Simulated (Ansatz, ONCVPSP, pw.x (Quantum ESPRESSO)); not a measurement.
# pw.x on diamond Si: one setting changed

Potential: optimised norm-conserving Vanderbilt (ONCV), ONCVPSP 4.0.1.1 (patched build), PBE; core [Ne], reference 3s2 3p2; waves: 3s: rc 1.55 bohr, ncon 4, nbas 7, qcut 3.3 1/bohr, 2 projectors, debl 0.5 Ha; 3p: rc 1.55 bohr, ncon 4, nbas 9, qcut 6 1/bohr, local; d scattering state at 0.1 Ha: rc 1.85 bohr, ncon 3, nbas 7, qcut 4.7 1/bohr, 2 projectors, debl 3.5 Ha; local part: the p channel; core correction: Teter function, fcfact 5.75, rcfact 1.55.

The reference run (k-mesh 8³, cutoffs 80/320 Ry, Fermi–Dirac 0.01 Ry, mixing_beta 0.4, conv_thr 1e-9, no spin) gives -0.89 GPa at 20.463 Å³/atom, where all-electron LAPW gives -0.05 GPa. This run, with its own iteration cap, changes startingwfc to random.

```
&control
  calculation='scf', prefix='x', pseudo_dir='./', outdir='./tmp', tstress=.true., disk_io='none'
/
&system
  ibrav=0, nat=2, ntyp=1, ecutwfc=80, ecutrho=320, nbnd=11,
  occupations='smearing', smearing='fd', degauss=0.01
/
&electrons
  conv_thr=1e-09, mixing_beta=0.4, electron_maxstep=60, startingwfc='random'
/
ATOMIC_SPECIES
Si 1.0 Si.UPF
CELL_PARAMETERS angstrom
  0.00000000 2.73520428 2.73520428
  2.73520428 0.00000000 2.73520428
  2.73520428 2.73520428 0.00000000
ATOMIC_POSITIONS crystal
Si 0.0000 0.0000 0.0000
Si 0.2500 0.2500 0.2500
K_POINTS automatic
8 8 8 0 0 0
```

```bash
pw.x < Si.scf.in > Si.scf.out
```

Problem. How does the run end?

Solution. It converges in 7 iterations; the free energy moves by +0.0 meV/atom and the pressure by +0.00 GPa. The result is that of the reference run.

```
Message from routine setup:
     using ibrav=0 with symmetry is DISCOURAGED, use correct ibrav instead
     lattice parameter (alat)  =       7.3098  a.u.
     unit-cell volume          =     276.1823 (a.u.)^3
     number of electrons       =         8.00
     number of Kohn-Sham states=           11
     kinetic-energy cutoff     =      80.0000  Ry
     charge density cutoff     =     320.0000  Ry
     scf convergence threshold =      1.0E-09
     Exchange-correlation= PBE
     number of k points=    29  Fermi-Dirac smearing, width (Ry)=  0.0100
     iteration #  1     ecut=    80.00 Ry     beta= 0.40
     total energy              =     -18.74644372 Ry
     estimated scf accuracy    <       0.05506029 Ry
     iteration #  2     ecut=    80.00 Ry     beta= 0.40
     total energy              =     -18.74396879 Ry
     estimated scf accuracy    <       0.01580016 Ry
     iteration #  3     ecut=    80.00 Ry     beta= 0.40
     total energy              =     -18.74507378 Ry
     estimated scf accuracy    <       0.00018405 Ry
     iteration #  4     ecut=    80.00 Ry     beta= 0.40
     c_bands:  1 eigenvalues not converged
     c_bands:  1 eigenvalues not converged
     c_bands:  1 eigenvalues not converged
     [... 3 repeated lines left out ...]
     total energy              =     -18.74561065 Ry
     estimated scf accuracy    <       0.00000179 Ry
     iteration #  5     ecut=    80.00 Ry     beta= 0.40
     [... 1 repeated lines left out ...]
     total energy              =     -18.74561171 Ry
     estimated scf accuracy    <       0.00000033 Ry
     iteration #  6     ecut=    80.00 Ry     beta= 0.40
     total energy              =     -18.74561176 Ry
     estimated scf accuracy    <       0.00000009 Ry
     iteration #  7     ecut=    80.00 Ry     beta= 0.40
     the Fermi energy is     6.2640 ev
!    total energy              =     -18.74561178 Ry
     estimated scf accuracy    <          4.3E-10 Ry
     smearing contrib. (-TS)   =      -0.00026630 Ry
     The total energy is F=E-TS. E is the sum of the following terms:
     one-electron contribution =       5.08058119 Ry
     hartree contribution      =       1.11276433 Ry
     xc contribution           =      -8.26383692 Ry
     ewald contribution        =     -16.67485408 Ry
     convergence has been achieved in   7 iterations
          total   stress  (Ry/bohr**3)                   (kbar)     P=       -8.88
     Message from routine punch:
     Nothing written, as per user request (disk_io='none')
```

The run took about 37 s on one core of a shared host (Neoverse-N1, 64 threads, 124 GiB, load 53).
